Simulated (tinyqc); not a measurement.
UHF in the sto-3g basis, for LiH, spin multiplicity 3, step by step (part 2 of 3). Computed by tinyqc, a small Python program that keeps every step (integrals from PySCF). Command: `OMP_NUM_THREADS=1 python tinyqc.py 23649 23650 out.jsonl` (the two numbers bound the seeds that draw the settings). One thread of a shared host (Intel(R) Xeon(R) Processor @ 2.60GHz), about 0.1 s of CPU time with the checks.

Geometry (angstrom):
```
atom         x         y         z
Li    0.000000  0.000000  0.000000
H     0.000000  0.000000  2.685000
```

## Iteration 3: building the Fock matrix

D(alpha) after iteration 2, order 1Li 1s, 1Li 2s, 1Li 2px, 1Li 2py, 1Li 2pz, 2H 1s:
$$\begin{pmatrix}
1.061925 & -0.257911 & 0.000000 & 0.000000 & 0.025329 & 0.021776 \\
-0.257911 & 1.074488 & 0.000000 & 0.000000 & -0.092859 & -0.114872 \\
0.000000 & 0.000000 & 0.000000 & 0.000000 & 0.000000 & 0.000000 \\
0.000000 & 0.000000 & 0.000000 & 0.000000 & 0.000000 & 0.000000 \\
0.025329 & -0.092859 & 0.000000 & 0.000000 & 0.123133 & 0.246314 \\
0.021776 & -0.114872 & 0.000000 & 0.000000 & 0.246314 & 0.777713
\end{pmatrix}$$

D(beta) after iteration 2, order 1Li 1s, 1Li 2s, 1Li 2px, 1Li 2py, 1Li 2pz, 2H 1s:
$$\begin{pmatrix}
0.986634 & 0.025884 & 0.000000 & 0.000000 & 0.002428 & -0.003232 \\
0.025884 & 0.000938 & 0.000000 & 0.000000 & 0.000074 & -0.000118 \\
0.000000 & 0.000000 & 0.000000 & 0.000000 & 0.000000 & 0.000000 \\
0.000000 & 0.000000 & 0.000000 & 0.000000 & 0.000000 & 0.000000 \\
0.002428 & 0.000074 & 0.000000 & 0.000000 & 0.000006 & -0.000009 \\
-0.003232 & -0.000118 & 0.000000 & 0.000000 & -0.000009 & 0.000015
\end{pmatrix}$$

core Hamiltonian H = T + V (hartree), order 1Li 1s, 1Li 2s, 1Li 2px, 1Li 2py, 1Li 2pz, 2H 1s:
$$\begin{pmatrix}
-4.603181 & -1.032105 & 0.000000 & 0.000000 & -0.005719 & -0.021854 \\
-1.032105 & -1.299194 & 0.000000 & 0.000000 & -0.065206 & -0.230274 \\
0.000000 & 0.000000 & -1.056977 & 0.000000 & 0.000000 & 0.000000 \\
0.000000 & 0.000000 & 0.000000 & -1.056977 & 0.000000 & 0.000000 \\
-0.005719 & -0.065206 & 0.000000 & 0.000000 & -1.101681 & -0.339037 \\
-0.021854 & -0.230274 & 0.000000 & 0.000000 & -0.339037 & -1.057838
\end{pmatrix}$$

Two-electron integrals (ij|kl) in chemists' order, unique and non-zero (hartree):
```
(11|11) 1.680395   (21|11) 0.265420   (21|21) 0.049941   (22|11) 0.397727
(22|21) 0.092860   (22|22) 0.290562   (31|31) 0.008981   (32|31) 0.013788
(32|32) 0.064184   (33|11) 0.396640   (33|21) 0.092880   (33|22) 0.290497
(33|33) 0.312946   (41|41) 0.008981   (42|41) 0.013788   (42|42) 0.064184
(43|43) 0.016869   (44|11) 0.396640   (44|21) 0.092880   (44|22) 0.290497
(44|33) 0.279207   (44|44) 0.312946   (51|51) 0.008981   (52|51) 0.013788
(52|52) 0.064184   (53|53) 0.016869   (54|54) 0.016869   (55|11) 0.396640
(55|21) 0.092880   (55|22) 0.290497   (55|33) 0.279207   (55|44) 0.279207
(55|55) 0.312946   (61|11) 0.004896   (61|21) 0.000948   (61|22) 0.001872
(61|33) 0.001842   (61|44) 0.001842   (61|51) 0.000148   (61|52) 0.000298
(61|55) 0.001934   (61|61) 0.000021   (62|11) 0.041805   (62|21) 0.010024
(62|22) 0.037777   (62|33) 0.035494   (62|44) 0.035494   (62|51) 0.001414
(62|52) 0.011980   (62|55) 0.042301   (62|61) 0.000245   (62|62) 0.012237
(63|31) 0.000398   (63|32) 0.002591   (63|53) 0.001340   (63|63) 0.000462
(64|41) 0.000398   (64|42) 0.002591   (64|54) 0.001340   (64|64) 0.000462
(65|11) 0.061663   (65|21) 0.014824   (65|22) 0.056649   (65|33) 0.052907
(65|44) 0.052907   (65|51) 0.002177   (65|52) 0.018672   (65|55) 0.064071
(65|61) 0.000367   (65|62) 0.019218   (65|65) 0.030246   (66|11) 0.197084
(66|21) 0.047522   (66|22) 0.193117   (66|33) 0.179303   (66|44) 0.179303
(66|51) 0.005715   (66|52) 0.063010   (66|55) 0.220436   (66|61) 0.001144
(66|62) 0.086253   (66|65) 0.137441   (66|66) 0.774606
```

nuclear repulsion = 0.59125945 hartree

J_ij = sum D_kl (ij|kl) with D = D(alpha) + D(beta), K_ij = sum D_kl (ik|jl) for each spin; F = H + J - K(s); E = tr D H + tr D J / 2 - 0.5 sum_s tr D(s) K(s) + E_nn.

Coulomb J (hartree), order 1Li 1s, 1Li 2s, 1Li 2px, 1Li 2py, 1Li 2pz, 2H 1s:
$$\begin{pmatrix}
3.970007 & 0.673846 & 0.000000 & 0.000000 & 0.003137 & 0.012807 \\
0.673846 & 1.289405 & 0.000000 & 0.000000 & 0.044314 & 0.198422 \\
0.000000 & 0.000000 & 1.273644 & 0.000000 & 0.000000 & 0.000000 \\
0.000000 & 0.000000 & 0.000000 & 1.273644 & 0.000000 & 0.000000 \\
0.003137 & 0.044314 & 0.000000 & 0.000000 & 1.313727 & 0.302293 \\
0.012807 & 0.198422 & 0.000000 & 0.000000 & 0.302293 & 1.255480
\end{pmatrix}$$

exchange K(alpha) (hartree), order 1Li 1s, 1Li 2s, 1Li 2px, 1Li 2py, 1Li 2pz, 2H 1s:
$$\begin{pmatrix}
1.702396 & 0.268050 & 0.000000 & 0.000000 & 0.001276 & 0.006461 \\
0.268050 & 0.332420 & 0.000000 & 0.000000 & -0.007799 & 0.099624 \\
0.000000 & 0.000000 & 0.073909 & 0.000000 & 0.000000 & 0.000000 \\
0.000000 & 0.000000 & 0.000000 & 0.073909 & 0.000000 & 0.000000 \\
0.001276 & -0.007799 & 0.000000 & 0.000000 & 0.160816 & 0.174242 \\
0.006461 & 0.099624 & 0.000000 & 0.000000 & 0.174242 & 0.663580
\end{pmatrix}$$

exchange K(beta) (hartree), order 1Li 1s, 1Li 2s, 1Li 2px, 1Li 2py, 1Li 2pz, 2H 1s:
$$\begin{pmatrix}
1.671690 & 0.273408 & 0.000000 & 0.000000 & 0.000791 & 0.005455 \\
0.273408 & 0.054280 & 0.000000 & 0.000000 & 0.000224 & 0.001143 \\
0.000000 & 0.000000 & 0.009632 & 0.000000 & 0.000000 & 0.000000 \\
0.000000 & 0.000000 & 0.000000 & 0.009632 & 0.000000 & 0.000000 \\
0.000791 & 0.000224 & 0.000000 & 0.000000 & 0.009618 & 0.000186 \\
0.005455 & 0.001143 & 0.000000 & 0.000000 & 0.000186 & 0.000031
\end{pmatrix}$$

F(alpha) (hartree), order 1Li 1s, 1Li 2s, 1Li 2px, 1Li 2py, 1Li 2pz, 2H 1s:
$$\begin{pmatrix}
-2.335570 & -0.626309 & 0.000000 & 0.000000 & -0.003858 & -0.015508 \\
-0.626309 & -0.342210 & 0.000000 & 0.000000 & -0.013093 & -0.131477 \\
0.000000 & 0.000000 & 0.142758 & 0.000000 & 0.000000 & 0.000000 \\
0.000000 & 0.000000 & 0.000000 & 0.142758 & 0.000000 & 0.000000 \\
-0.003858 & -0.013093 & 0.000000 & 0.000000 & 0.051230 & -0.210986 \\
-0.015508 & -0.131477 & 0.000000 & 0.000000 & -0.210986 & -0.465938
\end{pmatrix}$$

F(beta) (hartree), order 1Li 1s, 1Li 2s, 1Li 2px, 1Li 2py, 1Li 2pz, 2H 1s:
$$\begin{pmatrix}
-2.304864 & -0.631667 & 0.000000 & 0.000000 & -0.003373 & -0.014501 \\
-0.631667 & -0.064070 & 0.000000 & 0.000000 & -0.021117 & -0.032995 \\
0.000000 & 0.000000 & 0.207035 & 0.000000 & 0.000000 & 0.000000 \\
0.000000 & 0.000000 & 0.000000 & 0.207035 & 0.000000 & 0.000000 \\
-0.003373 & -0.021117 & 0.000000 & 0.000000 & 0.202428 & -0.036930 \\
-0.014501 & -0.032995 & 0.000000 & 0.000000 & -0.036930 & 0.197611
\end{pmatrix}$$

total energy of this density = -7.74342590 hartree

This density is a damped mixture and is not idempotent.

## Iteration 3: diagonalisation and new density

X, order 1Li 1s, 1Li 2s, 1Li 2px, 1Li 2py, 1Li 2pz, 2H 1s:
$$\begin{pmatrix}
1.023170 & -0.127279 & 0.000000 & 0.000000 & -0.003094 & 0.014216 \\
-0.127279 & 1.034891 & 0.000000 & 0.000000 & 0.017760 & -0.091686 \\
0.000000 & 0.000000 & 1.000000 & 0.000000 & 0.000000 & 0.000000 \\
0.000000 & 0.000000 & 0.000000 & 1.000000 & 0.000000 & 0.000000 \\
-0.003094 & 0.017760 & 0.000000 & 0.000000 & 1.026042 & -0.135171 \\
0.014216 & -0.091686 & 0.000000 & 0.000000 & -0.135171 & 1.037643
\end{pmatrix}$$

overlap S, order 1Li 1s, 1Li 2s, 1Li 2px, 1Li 2py, 1Li 2pz, 2H 1s:
$$\begin{pmatrix}
1.000000 & 0.241137 & 0.000000 & 0.000000 & 0.000000 & 0.004941 \\
0.241137 & 1.000000 & 0.000000 & 0.000000 & 0.000000 & 0.166959 \\
0.000000 & 0.000000 & 1.000000 & 0.000000 & 0.000000 & 0.000000 \\
0.000000 & 0.000000 & 0.000000 & 1.000000 & 0.000000 & 0.000000 \\
0.000000 & 0.000000 & 0.000000 & 0.000000 & 1.000000 & 0.254283 \\
0.004941 & 0.166959 & 0.000000 & 0.000000 & 0.254283 & 1.000000
\end{pmatrix}$$

Diagonalise F' = X^T F X, C = X C', fill 3 alpha and 1 beta electrons from the bottom; D(s) = C_occ C_occ^T; the new density keeps 0.3 of the old one (damping). Each column has its largest component positive (the first on a tie).

F' = X^T F X (alpha) (hartree):
$$\begin{pmatrix}
-2.287508 & -0.325586 & 0.000000 & 0.000000 & -0.008382 & 0.017527 \\
-0.325586 & -0.218437 & 0.000000 & 0.000000 & 0.016657 & -0.080562 \\
0.000000 & 0.000000 & 0.142758 & 0.000000 & 0.000000 & 0.000000 \\
0.000000 & 0.000000 & 0.000000 & 0.142758 & 0.000000 & 0.000000 \\
-0.008382 & 0.016657 & 0.000000 & 0.000000 & 0.104048 & -0.172681 \\
0.017527 & -0.080562 & 0.000000 & 0.000000 & -0.172681 & -0.419022
\end{pmatrix}$$

orbital energies (alpha) (hartree): MO1 -2.337558, MO2 -0.488017, MO3 -0.156427, MO4 0.142758, MO5 0.142758, MO6 0.161083

coefficients C (alpha), order 1Li 1s, 1Li 2s, 1Li 2px, 1Li 2py, 1Li 2pz, 2H 1s:
$$\begin{pmatrix}
0.991958 & -0.049439 & -0.273518 & 0.000000 & 0.000000 & -0.045289 \\
0.031506 & 0.154878 & 1.019933 & 0.000000 & 0.000000 & 0.175151 \\
0.000000 & 0.000000 & 0.000000 & 0.174760 & 0.984611 & 0.000000 \\
0.000000 & 0.000000 & 0.000000 & 0.984611 & -0.174760 & 0.000000 \\
0.002210 & 0.150861 & -0.148543 & 0.000000 & 0.000000 & 1.013177 \\
-0.002711 & 0.915103 & -0.252004 & 0.000000 & 0.000000 & -0.450172
\end{pmatrix}$$

F' = X^T F X (beta) (hartree):
$$\begin{pmatrix}
-2.249677 & -0.370207 & 0.000000 & 0.000000 & -0.005213 & 0.018416 \\
-0.370207 & 0.067457 & 0.000000 & 0.000000 & -0.006507 & -0.057685 \\
0.000000 & 0.000000 & 0.207035 & 0.000000 & 0.000000 & 0.000000 \\
0.000000 & 0.000000 & 0.000000 & 0.207035 & 0.000000 & 0.000000 \\
-0.005213 & -0.006507 & 0.000000 & 0.000000 & 0.226388 & -0.094873 \\
0.018416 & -0.057685 & 0.000000 & 0.000000 & -0.094873 & 0.232808
\end{pmatrix}$$

orbital energies (beta) (hartree): MO1 -2.307435, MO2 0.080480, MO3 0.171581, MO4 0.207035, MO5 0.207035, MO6 0.332349

coefficients C (beta), order 1Li 1s, 1Li 2s, 1Li 2px, 1Li 2py, 1Li 2pz, 2H 1s:
$$\begin{pmatrix}
0.991312 & -0.207646 & -0.179786 & 0.000000 & 0.000000 & 0.071752 \\
0.033923 & 0.749209 & 0.673784 & 0.000000 & 0.000000 & -0.281909 \\
0.000000 & 0.000000 & 0.000000 & 0.167454 & 0.985880 & 0.000000 \\
0.000000 & 0.000000 & 0.000000 & 0.985880 & -0.167454 & 0.000000 \\
0.002515 & 0.326683 & -0.611607 & 0.000000 & 0.000000 & -0.768483 \\
-0.004095 & 0.430661 & -0.403274 & 0.000000 & 0.000000 & 0.869176
\end{pmatrix}$$

D(alpha) after iteration 3, order 1Li 1s, 1Li 2s, 1Li 2px, 1Li 2py, 1Li 2pz, 2H 1s:
$$\begin{pmatrix}
1.061444 & -0.256136 & 0.000000 & 0.000000 & 0.032353 & 0.021230 \\
-0.256136 & 1.068017 & 0.000000 & 0.000000 & -0.117506 & -0.115230 \\
0.000000 & 0.000000 & 0.000000 & 0.000000 & 0.000000 & 0.000000 \\
0.000000 & 0.000000 & 0.000000 & 0.000000 & 0.000000 & 0.000000 \\
0.032353 & -0.117506 & 0.000000 & 0.000000 & 0.068320 & 0.196731 \\
0.021230 & -0.115230 & 0.000000 & 0.000000 & 0.196731 & 0.863963
\end{pmatrix}$$

D(beta) after iteration 3, order 1Li 1s, 1Li 2s, 1Li 2px, 1Li 2py, 1Li 2pz, 2H 1s:
$$\begin{pmatrix}
0.983880 & 0.031305 & 0.000000 & 0.000000 & 0.002473 & -0.003811 \\
0.031305 & 0.001087 & 0.000000 & 0.000000 & 0.000082 & -0.000133 \\
0.000000 & 0.000000 & 0.000000 & 0.000000 & 0.000000 & 0.000000 \\
0.000000 & 0.000000 & 0.000000 & 0.000000 & 0.000000 & 0.000000 \\
0.002473 & 0.000082 & 0.000000 & 0.000000 & 0.000006 & -0.000010 \\
-0.003811 & -0.000133 & 0.000000 & 0.000000 & -0.000010 & 0.000016
\end{pmatrix}$$

Within a degenerate level the vectors are fixed only up to a rotation; this is one choice.

## Iteration 4: building the Fock matrix

As before.

Coulomb J (hartree), order 1Li 1s, 1Li 2s, 1Li 2px, 1Li 2py, 1Li 2pz, 2H 1s:
$$\begin{pmatrix}
3.954977 & 0.670648 & 0.000000 & 0.000000 & 0.002861 & 0.012737 \\
0.670648 & 1.282701 & 0.000000 & 0.000000 & 0.044919 & 0.200827 \\
0.000000 & 0.000000 & 1.266745 & 0.000000 & 0.000000 & 0.000000 \\
0.000000 & 0.000000 & 0.000000 & 1.266745 & 0.000000 & 0.000000 \\
0.002861 & 0.044919 & 0.000000 & 0.000000 & 1.307414 & 0.306388 \\
0.012737 & 0.200827 & 0.000000 & 0.000000 & 0.306388 & 1.292313
\end{pmatrix}$$

exchange K(alpha) (hartree), order 1Li 1s, 1Li 2s, 1Li 2px, 1Li 2py, 1Li 2pz, 2H 1s:
$$\begin{pmatrix}
1.701695 & 0.267269 & 0.000000 & 0.000000 & 0.001284 & 0.006056 \\
0.267269 & 0.327157 & 0.000000 & 0.000000 & -0.017191 & 0.100054 \\
0.000000 & 0.000000 & 0.072519 & 0.000000 & 0.000000 & 0.000000 \\
0.000000 & 0.000000 & 0.000000 & 0.072519 & 0.000000 & 0.000000 \\
0.001284 & -0.017191 & 0.000000 & 0.000000 & 0.139531 & 0.168574 \\
0.006056 & 0.100054 & 0.000000 & 0.000000 & 0.168574 & 0.714020
\end{pmatrix}$$

exchange K(beta) (hartree), order 1Li 1s, 1Li 2s, 1Li 2px, 1Li 2py, 1Li 2pz, 2H 1s:
$$\begin{pmatrix}
1.669942 & 0.275092 & 0.000000 & 0.000000 & 0.000774 & 0.005562 \\
0.275092 & 0.055180 & 0.000000 & 0.000000 & 0.000222 & 0.001181 \\
0.000000 & 0.000000 & 0.009766 & 0.000000 & 0.000000 & 0.000000 \\
0.000000 & 0.000000 & 0.000000 & 0.009766 & 0.000000 & 0.000000 \\
0.000774 & 0.000222 & 0.000000 & 0.000000 & 0.009749 & 0.000193 \\
0.005562 & 0.001181 & 0.000000 & 0.000000 & 0.000193 & 0.000033
\end{pmatrix}$$

F(alpha) (hartree), order 1Li 1s, 1Li 2s, 1Li 2px, 1Li 2py, 1Li 2pz, 2H 1s:
$$\begin{pmatrix}
-2.349899 & -0.628727 & 0.000000 & 0.000000 & -0.004143 & -0.015174 \\
-0.628727 & -0.343650 & 0.000000 & 0.000000 & -0.003096 & -0.129502 \\
0.000000 & 0.000000 & 0.137249 & 0.000000 & 0.000000 & 0.000000 \\
0.000000 & 0.000000 & 0.000000 & 0.137249 & 0.000000 & 0.000000 \\
-0.004143 & -0.003096 & 0.000000 & 0.000000 & 0.066202 & -0.201223 \\
-0.015174 & -0.129502 & 0.000000 & 0.000000 & -0.201223 & -0.479545
\end{pmatrix}$$

F(beta) (hartree), order 1Li 1s, 1Li 2s, 1Li 2px, 1Li 2py, 1Li 2pz, 2H 1s:
$$\begin{pmatrix}
-2.318146 & -0.636550 & 0.000000 & 0.000000 & -0.003633 & -0.014680 \\
-0.636550 & -0.071673 & 0.000000 & 0.000000 & -0.020509 & -0.030628 \\
0.000000 & 0.000000 & 0.200002 & 0.000000 & 0.000000 & 0.000000 \\
0.000000 & 0.000000 & 0.000000 & 0.200002 & 0.000000 & 0.000000 \\
-0.003633 & -0.020509 & 0.000000 & 0.000000 & 0.195983 & -0.032842 \\
-0.014680 & -0.030628 & 0.000000 & 0.000000 & -0.032842 & 0.234442
\end{pmatrix}$$

total energy of this density = -7.76591052 hartree

This density is a damped mixture and is not idempotent.

## Iteration 4: diagonalisation and new density

As before.

F' = X^T F X (alpha) (hartree):
$$\begin{pmatrix}
-2.301894 & -0.326148 & 0.000000 & 0.000000 & -0.009870 & 0.017594 \\
-0.326148 & -0.219714 & 0.000000 & 0.000000 & 0.026183 & -0.078230 \\
0.000000 & 0.000000 & 0.137249 & 0.000000 & 0.000000 & 0.000000 \\
0.000000 & 0.000000 & 0.000000 & 0.137249 & 0.000000 & 0.000000 \\
-0.009870 & 0.026183 & 0.000000 & 0.000000 & 0.117209 & -0.163184 \\
0.017594 & -0.078230 & 0.000000 & 0.000000 & -0.163184 & -0.436263
\end{pmatrix}$$

orbital energies (alpha) (hartree): MO1 -2.351813, MO2 -0.495953, MO3 -0.161465, MO4 0.137249, MO5 0.137249, MO6 0.168569

coefficients C (alpha), order 1Li 1s, 1Li 2s, 1Li 2px, 1Li 2py, 1Li 2pz, 2H 1s:
$$\begin{pmatrix}
0.992143 & -0.044660 & -0.272947 & 0.000000 & 0.000000 & -0.049465 \\
0.030829 & 0.138370 & 1.019661 & 0.000000 & 0.000000 & 0.190043 \\
0.000000 & 0.000000 & 0.000000 & 0.734167 & -0.678968 & 0.000000 \\
0.000000 & 0.000000 & 0.000000 & 0.678968 & 0.734167 & 0.000000 \\
0.002219 & 0.124683 & -0.157786 & 0.000000 & 0.000000 & 1.015338 \\
-0.002920 & 0.929931 & -0.236935 & 0.000000 & 0.000000 & -0.427392
\end{pmatrix}$$

F' = X^T F X (beta) (hartree):
$$\begin{pmatrix}
-2.262438 & -0.372700 & 0.000000 & 0.000000 & -0.005520 & 0.018662 \\
-0.372700 & 0.060249 & 0.000000 & 0.000000 & -0.006339 & -0.057936 \\
0.000000 & 0.000000 & 0.200002 & 0.000000 & 0.000000 & 0.000000 \\
0.000000 & 0.000000 & 0.000000 & 0.200002 & 0.000000 & 0.000000 \\
-0.005520 & -0.006339 & 0.000000 & 0.000000 & 0.219153 & -0.094697 \\
0.018662 & -0.057936 & 0.000000 & 0.000000 & -0.094697 & 0.270707
\end{pmatrix}$$

orbital energies (beta) (hartree): MO1 -2.320826, MO2 0.084297, MO3 0.172289, MO4 0.200002, MO5 0.200002, MO6 0.351910

coefficients C (beta), order 1Li 1s, 1Li 2s, 1Li 2px, 1Li 2py, 1Li 2pz, 2H 1s:
$$\begin{pmatrix}
0.991134 & -0.229320 & 0.152069 & 0.000000 & 0.000000 & 0.072314 \\
0.034577 & 0.829305 & -0.570619 & 0.000000 & 0.000000 & -0.285259 \\
0.000000 & 0.000000 & 0.000000 & 0.168590 & 0.985686 & 0.000000 \\
0.000000 & 0.000000 & 0.000000 & 0.985686 & -0.168590 & 0.000000 \\
0.002633 & 0.307661 & 0.706305 & 0.000000 & 0.000000 & -0.691251 \\
-0.004157 & 0.335070 & 0.363792 & 0.000000 & 0.000000 & 0.926794
\end{pmatrix}$$

D(alpha) after iteration 4, order 1Li 1s, 1Li 2s, 1Li 2px, 1Li 2py, 1Li 2pz, 2H 1s:
$$\begin{pmatrix}
1.061022 & -0.254575 & 0.000000 & 0.000000 & 0.037496 & 0.020539 \\
-0.254575 & 1.062269 & 0.000000 & 0.000000 & -0.135749 & -0.113675 \\
0.000000 & 0.000000 & 0.000000 & 0.000000 & 0.000000 & 0.000000 \\
0.000000 & 0.000000 & 0.000000 & 0.000000 & 0.000000 & 0.000000 \\
0.037496 & -0.135749 & 0.000000 & 0.000000 & 0.048809 & 0.166347 \\
0.020539 & -0.113675 & 0.000000 & 0.000000 & 0.166347 & 0.903831
\end{pmatrix}$$

D(beta) after iteration 4, order 1Li 1s, 1Li 2s, 1Li 2px, 1Li 2py, 1Li 2pz, 2H 1s:
$$\begin{pmatrix}
0.982807 & 0.033381 & 0.000000 & 0.000000 & 0.002569 & -0.004027 \\
0.033381 & 0.001163 & 0.000000 & 0.000000 & 0.000088 & -0.000140 \\
0.000000 & 0.000000 & 0.000000 & 0.000000 & 0.000000 & 0.000000 \\
0.000000 & 0.000000 & 0.000000 & 0.000000 & 0.000000 & 0.000000 \\
0.002569 & 0.000088 & 0.000000 & 0.000000 & 0.000007 & -0.000011 \\
-0.004027 & -0.000140 & 0.000000 & 0.000000 & -0.000011 & 0.000017
\end{pmatrix}$$

Within a degenerate level the vectors are fixed only up to a rotation; this is one choice.
